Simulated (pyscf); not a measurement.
Elementary routes open to CH₄ (SMILES C) + Cl–SiH•–Cl (SMILES Cl[SiH]Cl) in the gas phase (doublet surface):
A. H₃C–SiH(Cl)–Cl (SMILES C[SiH](Cl)Cl) + H• (SMILES [H]) (C–H broken; C–Si formed)
B. H₃C–SiH•–Cl (SMILES C[SiH]Cl) + HCl (SMILES Cl) (C–H, Cl–Si broken; C–Si, Cl–H formed)

PySCF, gas phase, ωB97X-D3(BJ)/def2-SVP geometries.

Task: Rank the routes by free-energy barrier at 1200 K, lowest first, for ωB97M-D3(BJ)/def2-TZVP energies (ideal gas, 1 atm, RRHO with modes under 100 cm⁻¹ raised to 100, one conformer, R ln 2 for chiral ones without a mode under 150 cm⁻¹).

Result: A (3.22 eV), B (4.03 eV)

Route A is the fastest of these, ahead of the next by 0.81 eV. The most stable products are those of A (ΔG = +0.78 eV), so kinetics and thermodynamics agree. At 298 K A is still the fastest. Only these routes are compared; each barrier is that of the saddle found, and lower ones may exist.
